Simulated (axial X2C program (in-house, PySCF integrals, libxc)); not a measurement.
Low determinants of F₂⁺ at the PBE0 level, with spin–orbit coupling

All values were computed with an in-house all-electron X2C program for linear molecules (integrals from PySCF). Two-component (2c) means X2C with spin–orbit coupling and atomic mean-field two-electron Coulomb and Gaunt terms. Basis: F dyall-av3z [7s6p3d2f] (cores contracted in-house); Gaussian nuclei, density fitting, unrestricted open shells. Masses: F 18.998 u.

Search at 1.280 Å (vertical energies from the lowest determinant):

```csv
ΔE (eV),state,electrons beyond evenly filled partner blocks,"electrons in ±ω = 1/2, 3/2, 5/2, 7/2"
0.00,Ω = 3/2,ω = 3/2,14 3 0 0
0.04,Ω = 1/2,ω = 1/2,13 4 0 0
```

Lowest determinant, Ω = 3/2 (⟨Sz⟩ = 0.50, ⟨Lz⟩ = 1.00 at PBE0): Re = 1.274 Å, ωe = 1299.2 cm⁻¹.

The determinant in row 2 of the search, Ω = 1/2 (⟨Sz⟩ = -0.50, ⟨Lz⟩ = 1.00 at PBE0), was followed along the bond at PBE0; measured from the minimum of the lowest determinant it gives:

Te = 0.043 eV (343 cm⁻¹), Re = 1.274 Å, ωe = 1298.8 cm⁻¹.

**Question.** Compare the bond of the determinant in row 2 with that of the lowest one.

**Answer.** At PBE0 its Re is the same within 0.001 Å and its force constant, which goes as ωe², is 1.00 times that of the lowest determinant. T0 ≈ Te + Δωe/2 = 343 + (0) = 343 cm⁻¹.

The search compares states at one distance, so a state with another bond length can lie lower; it is not exhaustive and yields mostly the lowest determinant of each block pattern, so other components and higher states of one pattern are missing. These are energies of single determinants, not of spin-adapted states; PBE0 term energies can be off by some tenths of an eV, and the functional has no current term.
